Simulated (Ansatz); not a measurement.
## Scandium, hcp: convergence with the plane-wave cutoff

Computed with Ansatz, r²SCAN, scalar-relativistic PAW, on the relaxed cell (a = 3.328 Å, c = 5.212 Å (c/a = 1.566); spin not included). Errors count from a run at 500 eV on a Γ-centred 18×18×10 mesh with Fermi-Dirac smearing of 0.1 eV, extrapolated to zero width. Fixed here: mesh 11×11×6, Fermi-Dirac width 0.1 eV. The pressure holds a Pulay correction and is unreliable far below the recommended cutoff. The SCF starts from atomic densities corrected by a trained network.

| cutoff (eV) | E(σ→0) error (meV/atom) | P (GPa) | SCF iterations |
| --- | --- | --- | --- |
| 150 | 13597.8 | -0.11 | 7 |
| 200 | 2313.7 | -1.22 | 7 |
| 250 | 322.2 | -0.48 | 6 |
| 300 | 35.7 | 0.01 | 6 |
| 350 | 8.9 | -0.02 | 6 |
| 420 | 4.9 | -0.02 | 6 |
| 500 | 0.2 | -0.01 | 6 |
| 600 | -2.2 | -0.02 | 6 |
| 800 | -3.3 | -0.02 | 6 |

Within 5 meV/atom of the last row: from 500 eV on.
